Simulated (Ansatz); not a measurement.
Born–Oppenheimer molecular dynamics of BCl2H (4 atoms, charge 0, multiplicity 1). It starts at the highest image of a converged band, a first-order saddle point between two minima.

The calculation used RKS B3LYP-D4/def2-SVP (Ansatz 0.2.0).

```json
{"ensemble": "NVE (velocity Verlet)", "time step": "0.5 fs", "steps asked": "200", "starting velocities drawn for": "100 K", "seed": "8687"}
```

First frame:

```xyz
4
Properties=species:S:1:pos:R:3
B 0.110 0.000 -0.690
Cl 1.226 0.000 1.729
H 1.198 0.000 0.184
Cl -1.577 0.000 -0.672
```

**Question.** How far do the bonds stretch over the last three quarters of this one trajectory? (Pairs bonded in most of those frames.)

**Answer.** 
```json
{"bond": "B1–Cl2", "mean (Å)": "1.862", "spread (Å)": "0.240", "shortest": "1.50", "longest": "2.43"}
{"bond": "B1–H3", "mean (Å)": "1.319", "spread (Å)": "0.151", "shortest": "1.00", "longest": "1.59"}
{"bond": "B1–Cl4", "mean (Å)": "1.789", "spread (Å)": "0.136", "shortest": "1.59", "longest": "1.98"}
```

Mean temperature of the second half: 6704 K. The conserved energy stayed within 2.6 meV per atom of its start (net change 0.1 meV per atom), so the integration is sound. The kinetic energy rose, since the run started high on the potential surface and went downhill. A run of 0.1 ps of so small a system gives no equilibrium averages. The orbitals stay closed-shell, which can raise the energy where a bond breaks towards radicals; this wasn't checked here.

Run time: 3.3 min on 1 thread of AMD EPYC 7B13 (Zen 3), with other jobs on the host, peak memory 0.12 GiB.
